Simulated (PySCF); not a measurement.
Magnetisability: `C=C=C1CNC1`, C₅H₇N

Molfile (atoms numbered from 1):
```
C5H7N
     RDKit          3D

 13 13  0  0  0  0  0  0  0  0999 V2000
    2.5735    0.0437   -0.6891 C   0  0  0  0  0  0  0  0  0  0  0  0
    1.3283    0.0268   -0.3281 C   0  0  0  0  0  0  0  0  0  0  0  0
    0.0903    0.0094    0.0334 C   0  0  0  0  0  0  0  0  0  0  0  0
   -1.0377   -0.9939   -0.0222 C   0  0  0  0  0  0  0  0  0  0  0  0
   -1.9663    0.0586    0.4120 N   0  0  0  0  0  0  0  0  0  0  0  0
   -0.8633    0.9949    0.6671 C   0  0  0  0  0  0  0  0  0  0  0  0
    3.3638   -0.2577   -0.0191 H   0  0  0  0  0  0  0  0  0  0  0  0
    2.8739    0.3602   -1.6757 H   0  0  0  0  0  0  0  0  0  0  0  0
   -0.9102   -1.8352    0.6693 H   0  0  0  0  0  0  0  0  0  0  0  0
   -1.2801   -1.3823   -1.0150 H   0  0  0  0  0  0  0  0  0  0  0  0
   -2.5441   -0.1675    1.2124 H   0  0  0  0  0  0  0  0  0  0  0  0
   -0.9893    1.9428    0.1373 H   0  0  0  0  0  0  0  0  0  0  0  0
   -0.6433    1.2005    1.7214 H   0  0  0  0  0  0  0  0  0  0  0  0
  1  2  2  0
  2  3  2  0
  3  4  1  0
  4  5  1  0
  5  6  1  0
  6  3  1  0
  1  7  1  0
  1  8  1  0
  4  9  1  0
  4 10  1  0
  5 11  1  0
  6 12  1  0
  6 13  1  0
M  END
```

Method used: GIAO wB97X-D/pcSseg-1 magnetisability, rotational g tensor and spin-rotation constants, non-relativistic, gas phase (PySCF). Geometry: GFN2-xTB.

Q: How diamagnetic is it, and how anisotropic?

A: Isotropic -814 × 10⁻³⁰ J/T², or -49.0 × 10⁻⁶ cm³/mol; principal values -880, -866, -698 × 10⁻³⁰ J/T², anisotropy 176 × 10⁻³⁰ J/T² (root of half the summed squared differences of the principal values). The susceptibility is in cgs units.

Q: Split it along the inertial axes a, b, c into diamagnetic and paramagnetic parts about the centre of mass, with the quadrupole moment.

A: 
| axis | χ (10⁻⁶ cm³/mol) | diamagnetic (10⁻⁶ cm³/mol) | paramagnetic (10⁻⁶ cm³/mol) | summed x² of all electrons (Å²) | quadrupole Θ (D Å) |
| --- | --- | --- | --- | --- | --- |
| a | -52.1 | -191.7 | 139.6 | 133.8 | +2.17 |
| b | -53.0 | -622.6 | 569.6 | 32.3 | -0.48 |
| c | -42.0 | -704.6 | 662.5 | 12.9 | -1.69 |

Anisotropies 2χaa − χbb − χcc = -9.2 and 2χbb − χaa − χcc = -11.8 × 10⁻⁶ cm³/mol. Θ is traceless in Buckingham's convention.

Q: And the rotational g tensor?

A: 
```
axis  rotational constant (GHz)        g  nuclear part  electronic part
   a                    11.5317  -0.0638        0.6926          -0.7564
   b                     2.2308  -0.0098        0.5872          -0.5969
   c                     1.9490  -0.0179        0.5887          -0.6067
```
Asymmetric top; isotopes 12C, 1H, 14N; no vibrational averaging.
